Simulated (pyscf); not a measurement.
PySCF, gas phase, ωB97X-D3(BJ)/def2-SVP geometries. Correlated levels are frozen-core, on RHF or UHF. ΔMP2 is the change of the MP2 total energy from the triple- to the quadruple-zeta basis.

Task: PBE/def2-TZVP puts the barrier of H₃C–Al [singlet] + NH₃ -> H₃C–AlH–NH₂ (insertion; singlet surface; H–N broken, Al–N, Al–H formed) at 0.68 eV and the reaction energy at -2.01 eV, from the separated reactants. What do r²SCAN/def2-TZVP, B3LYP-D3(BJ)/def2-TZVP, CCSD(T)/def2-TZVPP + ΔMP2(QZVPP) give on the same structures?

Result: r²SCAN: ΔE‡ = 0.65 eV, ΔE = -2.31 eV; B3LYP-D3(BJ): ΔE‡ = 0.97 eV, ΔE = -2.08 eV; CCSD(T): ΔE‡ = 1.04 eV, ΔE = -2.09 eV. PBE's barrier lies among them. Its reaction energy lies over all of them, by 0.07 to 0.30 eV. On the reactant side the descent ends in an adduct with a Al–N contact (not fully relaxed), 0.59 eV under the separated species and 1.67 eV under the saddle at ωB97X-D3(BJ)/def2-TZVP. What is counted as formed (Al–N) is already present as a longer contact in the reactant adduct; forming that adduct is a step of its own. The same reactants have a lower exit, to H₂N–Al [singlet] + CH₄ (barrier +0.60 eV at ωB97M-D3(BJ), against +1.13 eV here). This is the saddle that the search found; another between the same sides may lie lower. The CCSD(T) − MP2 part came from Ansatz, without density fitting, on the same reference.
